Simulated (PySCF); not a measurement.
Compound: CH3ClO2S.
Cartesian coordinates in Å at the PBE0-D3(BJ)/def2-SVP level; atoms count from 1:
```xyz
8
CH3ClO2S angstrom
C     -0.0338    2.4809    1.7396
S      1.7056    2.1367    1.8133
O      2.1658    1.7190    0.5093
O      1.9927    1.3786    3.0092
Cl     2.4186    4.0864    2.1283
H     -0.3428    2.8999    2.7040
H     -0.2133    3.1737    0.9096
H     -0.5142    1.5092    1.5564
```

Method used: PySCF, PBE0-D3(BJ)/def2-SVP geometry optimisation, gas phase.

Masses are those of the commonest isotopes; rigid-rotor values at the optimised geometry. 

Q: Give the principal moments of inertia and the rotational constants in GHz.

A: Ia = 111.35, Ib = 189.20, Ic = 194.92 u·Å²; 505379 MHz·u·Å²/I gives 4539, 2671 and 2593 MHz, that is A = 4.5386, B = 2.6712, C = 2.5928 GHz.

Q: What kind of rotor is it?

A: A near-prolate asymmetric top. Ray's parameter κ = (2B − A − C)/(A − C) = -0.919; −1 is the prolate and +1 the oblate limit.

Q: What does the inertial defect say?

A: Not planar: Δ = Ic − Ia − Ib = -105.63 u·Å². For a rigid frame Δ = −2 Σ m c², so Σ m c² = 52.82 u·Å² lies off the ab plane: 1.67 from hydrogen and 51.15 from heavier atoms. The atom farthest from that plane is 1.27 Å away.

Q: Give the other two planar moments, Paa and Pbb, and the rms extents of the mass along the axes.

A: Paa = Σ m a² = (Ib + Ic − Ia)/2 = 136.38 and Pbb = Σ m b² = (Ia + Ic − Ib)/2 = 58.53 u·Å². With the mass M = 113.95 u, the rms extents √(P/M) along a, b and c are 1.09, 0.72, 0.68 Å.

Q: List the rotational levels J(Ka,Kc) to J = 5 (K).

A: Above 0(0,0), as E/k:
J = 1: 1(0,1) 0.253, 1(1,1) 0.342, 1(1,0) 0.346
J = 2: 2(0,2) 0.758, 2(1,2) 0.844, 2(1,1) 0.855, 2(2,1) 1.124, 2(2,0) 1.124
J = 3: 3(0,3) 1.515, 3(1,3) 1.596, 3(1,2) 1.618, 3(2,2) 1.882, 3(2,1) 1.882, 3(3,1) 2.339, 3(3,0) 2.339
J = 4: 4(0,4) 2.525, 4(1,4) 2.599, 4(1,3) 2.636, 4(2,3) 2.892, 4(2,2) 2.894, 4(3,2) 3.350, 4(3,1) 3.350, 4(4,1) 3.990, 4(4,0) 3.990
J = 5: 5(0,5) 3.785, 5(1,5) 3.852, 5(1,4) 3.908, 5(2,4) 4.155, 5(2,3) 4.159, 5(3,3) 4.614, 5(3,2) 4.614, 5(4,2) 5.254, 5(4,1) 5.254, 5(5,1) 6.077, 5(5,0) 6.077
The levels of one J sum to (2J + 1)J(J + 1)(A + B + C)/3.

Q: Predict some low-J microwave lines.

A: The dipole components are |μa| = 0.50 D, |μb| = 3.79 D, |μc| = 0.00 D; the mirror of this Cs structure is the ab plane, so μc vanishes by symmetry and there are no c-type lines. The squared components, which scale the intensities, stand as 0.02 : 1.00 (a : b). Some lines, for components of 0.1 D or more:

| type | branch | J(Ka,Kc) | MHz | lower level (cm⁻¹) |
| --- | --- | --- | --- | --- |
| b | Q | 1(1,0) ← 1(0,1) | 1946 | 0.176 |
| b | Q | 2(1,1) ← 2(0,2) | 2027 | 0.527 |
| a | R | 1(0,1) ← 0(0,0) | 5264 | 0.000 |
| b | Q | 2(2,0) ← 2(1,1) | 5605 | 0.594 |
| b | Q | 2(2,1) ← 2(1,2) | 5837 | 0.586 |
| b | R | 1(1,1) ← 0(0,0) | 7131 | 0.000 |
| b | R | 2(0,2) ← 1(1,1) | 8658 | 0.238 |
| a | R | 2(1,2) ← 1(1,1) | 10450 | 0.238 |
| a | R | 2(0,2) ← 1(0,1) | 10526 | 0.176 |
| a | R | 2(1,1) ← 1(1,0) | 10606 | 0.240 |
| b | R | 2(1,2) ← 1(0,1) | 12317 | 0.176 |
| b | R | 2(2,1) ← 1(1,0) | 16209 | 0.240 |
| b | R | 2(2,0) ← 1(1,1) | 16289 | 0.238 |

Q: Estimate the classical rotational partition function at 25 K, 50 K and 200 K.

A: Point group Cs, symmetry number σ = 1; q = (√π/σ)·√((kT/h)³/(ABC)), k/h = 20836.6 MHz/K: 3760 at 25 K, 10600 at 50 K, 85000 at 200 K.

Not checked by PBE0-D3(BJ)/def2-SVP frequencies. These are rigid-rotor constants of the computed structure; measured ground-state constants (B0) also hold zero-point vibration. A rigid rotor knows nothing of internal rotation, which can split or shift real lines. Quadrupole hyperfine structure (35Cl) is left out.
